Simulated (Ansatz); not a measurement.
Cost and result up the ladder for Li₃H₃ (6 atoms). The state is a singlet with charge 0. Geometry: r2SCAN-D4/def2-TZVP.

Cartesian coordinates in Å:
```
Li 2.310 0.156 2.026
Li -0.193 0.024 0.213
Li 1.971 -0.303 -1.030
H -2.150 0.128 -0.269
H 0.294 -0.259 -1.408
H -2.232 0.254 0.468
```

Ansatz on 4 threads of Arm Neoverse N1 on a shared host. Times are rough, and most runs start from the orbitals of an earlier one. No level here is sound enough to serve as a yardstick. Binding counts from free atoms at the same level (Li doublet, H doublet; other spins of the atoms weren't run), without zero-point energy or a counterpoise term.

Correlated methods freeze no core orbitals; core or outer-core shells of Li are correlated, in sets that lack core-valence functions. In the singlet, H4 and H6 lie 0.75 Å apart (atoms count from 1), so H2 has formed as a molecule. Another isomer (singlet) lies 1.71 eV lower at PBE0-D4/def2-TZVP; other spin states weren't run for this one.

Correlated methods converge slowly with the basis.

```csv
level,functions,binding energy per atom (eV),remarks
ωB97M-V/def2-TZVP,60,1.62,restricted SCF unstable in HF
PBE-D4/def2-TZVP (with forces),60,1.56,restricted SCF unstable in HF
PBE0-D4/def2-TZVP,60,1.54,restricted SCF unstable in HF
r2SCAN0-D4/def2-TZVP,60,1.56,restricted SCF unstable in HF
CCSD(T)/def2-TZVPP,99,1.61,restricted SCF unstable
r2SCAN-D4/def2-TZVP,60,1.56,restricted SCF unstable in HF
```

Question: Estimate how long each takes.

Answer: PBE0-D4/def2-TZVP 0.45 s; PBE-D4/def2-TZVP (with forces) 0.55 s; r2SCAN-D4/def2-TZVP 1.1 s; r2SCAN0-D4/def2-TZVP 1.1 s; ωB97M-V/def2-TZVP 1.9 s; CCSD(T)/def2-TZVPP 1.9 s. On shared hardware such times vary by a factor of up to 3.
